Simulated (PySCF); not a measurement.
Work out the structure from these simulated measurements.

Formula: C6H4N4.

| Quantity | Value |
| --- | --- |
| Rotational structure | rotational constants A, B, C: 3.265, 1.396, 0.978 GHz [PBE0-D3(BJ)/def2-SVP] |
| NMR, other nuclei | isotropic shieldings of nuclei other than C and H, by class: -95 (4 N) ppm [GIAO KT2/pcSseg-1] |
| Couplings | largest of the computed one-bond spin–spin couplings (means over like bonds): 13C–1H +191.3 (×4) Hz [B3LYP/pcJ-1, spin–dipole term left out] |
| Dipole | 0.00 D [CAM-B3LYP/def2-SVPD] |
| Polarisability | 95.9 au [CAM-B3LYP/def2-SVPD] |
| UV, strongest line | among the 10 lowest singlet transitions: S4 at 4.59 eV (270 nm, f = 0.260) [TDDFT CAM-B3LYP/def2-SVPD] |
| Triplet | lowest triplet excitation (Tamm–Dancoff): 2.68 eV [TDA CAM-B3LYP/def2-SVPD] |
| 1H NMR | chemical shifts (computed TMS as zero) by class: 8.81 (4 H) ppm [GIAO KT2/pcSseg-1] |
| 13C NMR | chemical shifts (computed TMS as zero) by class: 141.5 (4 C), 139.2 (2 C) ppm [GIAO KT2/pcSseg-1] |
| Valence photoelectron | vertical ionisation energy: 9.44 eV [ΔSCF CAM-B3LYP/def2-SVPD] |

Gas-phase values; electronic properties from PySCF, density fitting. Levels stand in brackets. Geometry: PBE0-D3(BJ)/def2-SVP; no solvent, vibrations or thermal averaging. NMR classes are plain means over equivalent atoms (diastereotopic ones count apart unless rotation or inversion swaps them), as if these changed places fast.

Task: What is the compound? Reason from the data.

Result: Numbering: `[cH:1]1[cH:2][n:3][c:4]2[n:5][cH:6][cH:7][n:8][c:9]2[n:10]1`. Its formula, C6H4N4, gives 7 degrees of unsaturation: 2 rings and 5 π bonds in the structure found (Kekulé form). 6 carbons fall into 2 classes; from least to most shielded: aromatic CH next to a ring nitrogen [C1/C2/C6/C7] (141.5 ppm, 4 C), ring-fusion aromatic carbon [C4/C9] (139.2 ppm, 2 C). All hydrogens form one class (8.81 ppm): aromatic hydrogen. The other shieldings belong to: -95 ppm, pyridine-type nitrogen [N3/N5/N8/N10]. The couplings run between: +191.3 Hz, aromatic CH next to a ring nitrogen [C1] and its hydrogen (with 3 like pairs). The first electron is taken from the HOMO, whose largest Löwdin shares are 0.15 on each of 4 atoms of one kind (pyridine-type nitrogen). The vanishing dipole is forced by symmetry. The optimised geometry has point group D2h and is an asymmetric top. Structure: 1,4,5,8-tetraazanaphthalene, `c12nccnc1nccn2`. The assignments are read from this structure; whether some other isomer fits the data as well wasn't checked.
